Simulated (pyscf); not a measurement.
H₃Si–AsH₂ (SMILES [SiH3][AsH2]) + H• (SMILES [H]) → AsH₂• (SMILES [AsH2]) + SiH₄ (SMILES [SiH4]), a substitution at Si (doublet surface; As–Si broken, H–Si formed). Optimised with ωB97X-D3(BJ)/def2-SVP in PySCF. MP2 and CC: frozen core, UHF for open shells. ΔMP2 is the change of the MP2 total energy from the triple- to the quadruple-zeta basis. Energies in eV from the separated reactants.

Small-basis levels: PySCF, no dispersion term, spherical d functions. AM1 to PM7: differences of heats of formation from MOPAC. Open shells are spin-unrestricted. 

| level | barrier | reaction energy |
|---|---|---|
| MP2/6-31G*+LANL2DZ | 0.56 | -1.19 |
| B3LYP/STO-3G | 0.24 | -1.45 |
| B3LYP/6-31G*+LANL2DZ | … | -1.49 |
| M06-2X/6-31G*+LANL2DZ | … | -1.20 |
| B3LYP/def2-SVP | 0.12 | -1.36 |
| PM3 | -0.45 | -0.92 |
| PM6 | -0.09 | -0.75 |
| CCSD(T)/def2-TZVPP + ΔMP2(QZVPP) | … | -1.20 |

Some entries are withheld; supply them.


- B3LYP/6-31G*+LANL2DZ, barrier: 0.11
- M06-2X/6-31G*+LANL2DZ, barrier: 0.18
- CCSD(T)/def2-TZVPP + ΔMP2(QZVPP), barrier: 0.19

Against the last row the barrier runs from -0.63 (PM3) to +0.37 eV (MP2/6-31G*+LANL2DZ). At PM3, PM6 this geometry lies under one side, so the entry may be no barrier of that level: it is a single point on another level's saddle. CCSD(T)/def2-TZVPP + ΔMP2(QZVPP) has limits of its own. One saddle was located; it need not be the lowest between these sides. The angle at the attacked Si is 69° (front-side attack). The CCSD(T) − MP2 part came from Ansatz, without density fitting, on the same reference. The frozen core leaves the outer d or s,p core shells of the metals and heavy elements correlated in the MP2 and CC values, and def2-TZVPP describes them poorly, which can shift differences by a few kcal/mol. In the def2 sets elements up to Kr have no core potential.
